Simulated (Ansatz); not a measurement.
# doublet SiH2(+): levels of theory in one basis

| atom | x (Å) | y (Å) | z (Å) |
| --- | --- | --- | --- |
| H | 0.0000 | 0.2693 | -1.4011 |
| Si | 0.0000 | -0.5387 | 0.0000 |
| H | 0.0000 | 0.2693 | 1.4011 |

Basis set: def2-SVP (spherical functions). Correlated methods keep 5 orbitals frozen. Correlation on ROHF uses semicanonical orbitals with singles. Charge 1, multiplicity 2.

Computed with Ansatz (development build ahead of 0.2.0); each method stands on the lowest determinant of its kind that the runs found.

```json
{"method": "ROHF", "E − E(ROHF) (eV)": "0.00", "<S²> of the determinant": "–"}
{"method": "UHF", "E − E(ROHF) (eV)": "-0.06", "<S²> of the determinant": "0.76"}
{"method": "ROHF-MP2", "E − E(ROHF) (eV)": "-1.77", "<S²> of the determinant": "–"}
{"method": "UHF-MP2", "E − E(ROHF) (eV)": "-1.77", "<S²> of the determinant": "0.76"}
```

Q: What does ROHF-CCSD(T) give on the same scale?

A: -2.42 eV.
